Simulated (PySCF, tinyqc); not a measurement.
Inside a calculation. Method: CIS and TDHF on RHF in the sto-6g basis, frozen core, for LiH, spin multiplicity 1. The lowest restricted solution is unstable here: a spin-polarised one lies 0.0108 hartree lower (PySCF). One step of it, computed by the program tinyqc.

Question. TDHF (RPA) singlet states. B(ia,jb) = 2 (ia|jb) - (ib|ja); the squared energies are the eigenvalues of (A - B)(A + B); 1 hartree = 27.211386 eV.

CIS matrix A, singlet (hartree), order 2>3, 2>4, 2>5, 2>6:
```
[[0.130573, 0.000000, 0.000000, -0.035372],
 [0.000000, 0.184674, 0.000000, 0.000000],
 [0.000000, 0.000000, 0.184674, 0.000000],
 [-0.035372, 0.000000, 0.000000, 0.434709]]
```

Two-electron integrals over orbitals (pq|rs), unique and non-zero (hartree); the lowest 1 orbital is frozen and left out:
```
(22|22) 0.444133    (32|22) -0.061854   (32|32) 0.023918    (33|22) 0.210332
(33|32) 0.016140    (33|33) 0.326040    (42|42) 0.020468    (43|42) 0.020590
(43|43) 0.041694    (44|22) 0.237969    (44|32) 0.016554    (44|33) 0.279107
(44|44) 0.313125    (52|52) 0.020468    (53|52) 0.020590    (53|53) 0.041694
(54|54) 0.016875    (55|22) 0.237969    (55|32) 0.016554    (55|33) 0.279107
(55|44) 0.279374    (55|55) 0.313125    (62|22) 0.107487    (62|32) -0.047774
(62|33) -0.019393   (62|44) -0.041197   (62|55) -0.041197   (62|62) 0.133475
(63|22) -0.060177   (63|32) 0.019575    (63|33) 0.037119    (63|44) 0.009597
(63|55) 0.009597    (63|62) -0.040932   (63|63) 0.032808    (64|42) -0.017857
(64|43) -0.011477   (64|64) 0.018970    (65|52) -0.017857   (65|53) -0.011477
(65|65) 0.018970    (66|22) 0.413016    (66|32) -0.048441   (66|33) 0.238239
(66|44) 0.256263    (66|55) 0.256263    (66|62) 0.087844    (66|63) -0.045824
(66|66) 0.405898
```

Give: TDHF matrix B, singlet; squared energies w^2; TDHF energies from the positive w^2.

Answer.

TDHF matrix B, singlet (hartree), order 2>3, 2>4, 2>5, 2>6:
```
[[0.0239, 0.0000, 0.0000, -0.0478],
 [0.0000, 0.0205, 0.0000, 0.0000],
 [0.0000, 0.0000, 0.0205, 0.0000],
 [-0.0478, 0.0000, 0.0000, 0.1335]]
```

squared energies w^2 (hartree^2): [0.0152, 0.0337, 0.0337, 0.1704]

TDHF energies from the positive w^2 (eV): [3.3520, 4.9943, 4.9943, 11.2326]
